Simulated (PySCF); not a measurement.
Stepwise substitution at one centre (Si H-Cl). All species are isolated molecules in the gas phase. Strings in code marks are SMILES.

Method: r2SCAN-D4/def2-TZVP (PySCF). 

```
species                                 S1 oscillator strength  LUMO (eV)  HOMO–LUMO gap (eV)
--------------------------------------  ----------------------  ---------  ------------------
0 of 4 H replaced by Cl (`[SiH4]`)                           –          –                9.58
1 of 4 H replaced by Cl (`[SiH3]Cl`)                       ___      -0.53                7.49
2 of 4 H replaced by Cl (`Cl[SiH2]Cl`)                   0.007        ___                7.57
3 of 4 H replaced by Cl                                  0.000        ___                7.62
4 of 4 H replaced by Cl                                  0.000      -1.26                7.23
```

Problem. Complete the blanks.

Solution. 
- 1 of 4 H replaced by Cl (`[SiH3]Cl`), S1 oscillator strength: 0.007
- 2 of 4 H replaced by Cl (`Cl[SiH2]Cl`), LUMO (eV): -0.52
- 3 of 4 H replaced by Cl, LUMO (eV): -0.73
